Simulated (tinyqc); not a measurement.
The integration grid: Kohn-Sham PBE on finer and finer grids in the sto-3g basis, for HF, spin multiplicity 1. Computed by the program tinyqc with PySCF. 

Geometry (angstrom):
```
atom       x       y       z
F     0.0000  0.0000  0.0000
H     0.0000  0.0000  1.1580
```

Self-consistent on each grid; the net force on the molecule should vanish.

Kohn-Sham energy on Becke grids (radial x angular points per atom):
```
grid       points  residual of the electron count  E (hartree)  E - finest (mhartree)  largest net force without grid terms (hartree/bohr)
10 x 14       274                       -7.35e-02   -98.566852             245.818059                                             7.59e-02
15 x 26       770                        5.61e-03   -98.818821              -6.150829                                             2.02e-02
20 x 50      1987                       -1.15e-03   -98.810913               1.756363                                             1.10e-02
30 x 86      5141                       -2.79e-04   -98.813010              -0.340593                                             2.36e-03
50 x 194    19367                        5.26e-07   -98.812665               0.004884                                             6.96e-05
75 x 302    45250                       -2.83e-07   -98.812670               0.000077                                             5.29e-06
120 x 590  141397                        2.34e-09   -98.812670               0.000000                                             3.47e-07
```

The energy is within 0.1 mhartree of the finest grid first at 50 x 194. The error has both signs, since quadrature is not variational. The electron count and the net force are cheap signs of a poor grid.
